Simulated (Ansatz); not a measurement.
**Two structures, one formula**

The two ends of one reaction step of BH4OF, singlet (PBE0-D4/def2-TZVP).

A:

B1  (-0.972, 0.495, -0.271)
O2  (0.271, 0.302, 0.238)
H3  (-1.457, -0.427, -0.850)
H4  (-1.514, 1.551, -0.123)
H5  (1.238, -1.114, 0.162)
F6  (1.794, -1.867, 0.143)
H7  (0.641, 1.060, 0.701)
(Å)

B:

```tsv
atom	x (Å)	y (Å)	z (Å)
B1	-0.6692	-0.3045	-0.0169
O2	0.7161	0.6951	-0.1904
H3	-0.9106	-0.5524	-1.1730
H4	-1.4045	0.4378	0.5871
H5	1.4062	0.1718	-0.6173
F6	-0.1741	-1.3603	0.7160
H7	1.0362	0.9125	0.6943
```

Program: Ansatz 0.2.0. Basis: def2-TZVPP. Cores are frozen in the correlated methods. B3LYP uses VWN-RPA correlation.

Q: Which structure is lower at CCSD(T), and by how much? (Judge from chemistry; the value comes from the calculation.)

A: By the calculation: B, by 12.2 kJ/mol (electronic energy, against the other). By their contacts, A is a complex of BH₃O ([BH2][OH]) + HF and B is BH₄OF ([OH2][BH2][F]).

Q: Do the other methods give the same order? (Judge from chemistry; the calculation decides.)

A: By the calculation: Not all: HF gives the other order.

```csv
method,E(B) − E(A) (kJ/mol)
SPW92,-32.1
PBE-D4,-14.2
BLYP-D4,-4.2
r2SCAN-D4,-19.9
B97M-V,-18.8
PBE0-D4,-15.4
B3LYP-D4,-6.8
r2SCAN0-D4,-19.3
BHLYP-D4,-9.1
CAM-B3LYP-D4,-11.5
wB97X-V,-14.9
wB97M-V,-16.0
B2PLYP,-8.0
PBE-QIDH,-15.8
RPA on PBE,-11.2
HF,1.7
MP2,-11.8
CCSD,-10.7
CCSD(T),-12.2
```

T1 diagnostic: at most 0.012.

Labels in which every atom is bracketed show which atoms are joined, not bond orders.

For scale, one of the runs: CCSD(T)/def2-TZVPP, 149 basis functions, launched by `ansatz run in.yaml --threads 2 --pin off --events-out ev --progress --plain --max-ram 4352MiB`. Hardware: 2 CPU threads of an Arm Neoverse V2, shared host. Wall time 14 s; peak host memory 1 GiB.
